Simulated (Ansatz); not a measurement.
Ta2Tl4S11 (P-1, No. 2), treated with LDA in Ansatz (plane waves, PAW).

Numerical settings: plane-wave cutoff 520 eV, 6×4×4 k mesh (along the axes of the cell as run), Fermi–Dirac smearing 0.01 eV, scalar-relativistic PAW data made under PBE.

Cell (measured lattice):

```cif
data_S22Ta4Tl8
_chemical_formula_sum 'Tl8 S22 Ta4'
_space_group_name_H-M_alt 'P 1'
_space_group_IT_number 1
_cell_length_a 7.83700
_cell_length_b 8.90200
_cell_length_c 13.17600
_cell_angle_alpha 72.690
_cell_angle_beta 88.740
_cell_angle_gamma 85.670
loop_
_space_group_symop_operation_xyz
  'x, y, z'
loop_
_atom_site_label
_atom_site_type_symbol
_atom_site_fract_x
_atom_site_fract_y
_atom_site_fract_z
_atom_site_occupancy
Tl1 Tl 0.50160 0.28086 0.88198 1
Tl2 Tl 0.49840 0.71914 0.11802 1
Tl3 Tl 0.21952 0.96578 0.56833 1
Tl4 Tl 0.78048 0.03422 0.43167 1
S1 S 0.04120 0.64960 0.24220 1
S2 S 0.95880 0.35040 0.75780 1
Tl5 Tl 0.25102 0.41636 0.58517 1
Tl6 Tl 0.74898 0.58364 0.41483 1
S3 S 0.40340 0.06730 0.74990 1
S4 S 0.59660 0.93270 0.25010 1
S5 S 0.47300 0.68050 0.88330 1
S6 S 0.52700 0.31950 0.11670 1
S7 S 0.27260 0.03930 0.04460 1
S8 S 0.72740 0.96070 0.95540 1
S9 S 0.37140 0.85770 0.33230 1
S10 S 0.62860 0.14230 0.66770 1
S11 S 0.01120 0.70240 0.53300 1
S12 S 0.98880 0.29760 0.46700 1
S13 S 0.39600 0.43990 0.34810 1
S14 S 0.60400 0.56010 0.65190 1
Tl7 Tl 0.06381 0.76232 0.97356 1
Tl8 Tl 0.93619 0.23768 0.02644 1
Ta1 Ta 0.12076 0.36532 0.30449 1
Ta2 Ta 0.87924 0.63468 0.69551 1
S15 S 0.11420 0.49130 0.81350 1
S16 S 0.88580 0.50870 0.18650 1
S17 S 0.27010 0.40050 0.10970 1
S18 S 0.72990 0.59950 0.89030 1
S19 S 0.39300 0.19820 0.37000 1
S20 S 0.60700 0.80180 0.63000 1
S21 S 0.04050 0.12780 0.25700 1
S22 S 0.95950 0.87220 0.74300 1
Ta3 Ta 0.33740 0.10878 0.19046 1
Ta4 Ta 0.66260 0.89122 0.80954 1
```

Question: Give the computed band gap, smallest direct gap on the k points sampled and direct gap at Γ.

Answer: 
* **band gap**: 1.31 eV
* **smallest direct gap on the k points sampled**: 1.36 eV
* **direct gap at Γ**: 1.43 eV

Note: cell and atoms aren't relaxed at this level (largest force component 0.36 eV/Å, pressure -2.8 GPa).

Spin–orbit coupling is not included; with these elements it can move the gap by several tenths of an eV or more.

Computed values are for the static lattice.

The result took about 9 core-minutes (a rough figure).

Ansatz is an electronic-structure program.
